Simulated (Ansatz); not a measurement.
```yaml
crystal:
  periodic: [false, false, false]
  atoms:
    - {symbol: Li, position_ang: [0.016285, 0.133386, -0.048605]}
    - {symbol: O, position_ang: [0.165703, 0.130066, 1.638546]}
basis:
  gaussian: {orbitals: 6-31G, final_grid: {core_spheres: 1, valence_spheres: 1, degree: 5}}
magnetization: {spin_polarized: true, initial_magnetization: 1}
hamiltonian: {xc: {name: r2SCAN}}
output: {forces: true}
```

```sh
$ ansatz run in.yaml --threads 2 --pin off --events-out ev --progress --plain --max-ram 20480MiB --backend cpu
```

Shortened log:

```
Functional definition: r2SCAN
201 factors; integrals over basis functions are off by at most 1.8e-4 eV
mean field evaluation 1: about -2244.7113 eV, gradient 2.8e1 eV
mean field evaluation 2: about -2153.0897 eV, gradient 1.1e2 eV
mean field evaluation 4: about -2248.1985 eV, gradient 1.1e0 eV
mean field evaluation 8: about -2240.7797 eV, gradient 7.9e0 eV
mean field evaluation 16: about -2241.0582 eV, gradient 1.1e-4 eV
mean field -2241.05820455 eV, -82.3573699732 hartree, gradient 4.8e-5 eV, S^2 0.797367; 1 other end points of the search recorded, 0 dependent functions left out
reference -2241.05820634 eV, -82.3573700394 hartree; 6, 5 occupied and 12, 13 virtual orbitals, 201 factors
Total energy: -2241.05820634 eV, -82.3573700394 hartree
Atom 0 at     0.016285     0.133386    -0.048605 Å, force     0.175467    -0.003899     1.981283 eV/Å
Atom 1 at     0.165703     0.130066     1.638546 Å, force    -0.175467     0.003899    -1.981283 eV/Å
Dipole moment:    -0.088250     0.001961    -0.996468 e Å
```

In this input the integration grid is far too coarse. The calculation finished and met its thresholds. The result belongs to that input, not to the molecule as meant.
